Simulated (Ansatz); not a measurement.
Take BAs in the zinc blende structure (space group F-43m, No. 216; a = 4.8094 Å) as the base.

Method: PBE/PAW in Ansatz (an electronic-structure program), spin-orbit coupling left out, earlier PAW set.

Perturbation: full substitution B → Al, then cell and atoms are relaxed.

Measured lattice parameter a: BAs 4.777 Å (room temperature; as listed in M J Lucero, T M Henderson, G E Scuseria, Journal of Physics Condensed Matter (2012)); AlAs 5.649 Å (static lattice; corrected from measurement; as listed in Daniel Mejia-Rodriguez, S. B. Trickey, Phys. Rev. B (2018)).

**Question.** How well does PBE reproduce the measured shift?

**Answer.** With PBE the lattice parameter a moves by +0.919 Å (4.809 → 5.728) against +0.872 Å measured. The two measured values stand on different bases (one corrected, one not), which blurs small differences.

Whether these cells are dynamically stable was not tested.
